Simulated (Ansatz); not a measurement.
**hcp Hf**

Level of theory: B3LYP (VWN-RPA form) (PAW; Ansatz, a first-principles code).

Numerical settings: plane-wave cutoff 460 eV, 12×12×6 k mesh (along the axes of the cell as run), Fermi–Dirac smearing 0.05 eV, scalar-relativistic PAW data made under PBE.

Cell: relaxed at this level.

```json
{
  "equilibrium_lattice_constant_a": "3.230 Å",
  "c axis length": "5.116 Å"
}
```

Measured, for comparison: lattice constant a 3.194 Å (293 K, not corrected to a static lattice, our sources range from 3.194 to 3.200; as tabulated in Wikipedia's data pages); lattice parameter c 5.051 Å (293 K, not corrected to a static lattice; as tabulated in Wikipedia's data pages). Computed (rounded) less measured: lattice constant a +1.1 % (+0.9 % to +1.1 % over the range), lattice parameter c +1.3 %.

Spin–orbit coupling is not included.

The computed numbers hold no vibrational or temperature effects.

The result took roughly 90 core-minutes.
